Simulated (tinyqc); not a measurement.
Orbital energy against energy difference: ionisation energy by orbital energies and by energy differences in the cc-pvdz basis, for HF, spin multiplicity 1. Computed by the program tinyqc with PySCF. The cation is unrestricted; errors are against CCSD(T) in this basis, not against experiment.

Geometry (angstrom):
```
atom       x       y       z
F     0.0000  0.0000  0.0000
H     0.0000  0.0000  0.8700
```

CCSD(T) difference in the same basis = 15.6366 eV

IP-EOM-CCSD = 15.4032 eV

First vertical ionisation energy (eV):
```
method     -e(HOMO)  E(cation) - E  error of -e(HOMO)  error of the difference
HF           17.246       14.37359              1.609                   -1.263
LDA           8.556       16.38558             -7.080                    0.749
PBE           8.422       15.95751             -7.214                    0.321
PBE0         10.916       15.88427             -4.720                    0.248
CAM-B3LYP    12.422       16.00431             -3.214                    0.368
LC-wPBE      13.771       16.06706             -1.865                    0.430
```

Estimate the missing row, method = B3LYP.

Computed row:
```
method  -e(HOMO)  E(cation) - E  error of -e(HOMO)  error of the difference
B3LYP     10.471       16.01227             -5.166                    0.376
```

Koopmans errs by +1.61 eV and Delta-HF by -1.26 eV: relaxation, 2.87 eV, lowers the value and the missing correlation difference works against it. The PBE level is off by -7.2 eV through the wrong tail of its potential, though its energy difference is off by +0.32 eV; exact exchange deepens the level, and among the orbital energies HF comes closest; among the differences PBE0 does.
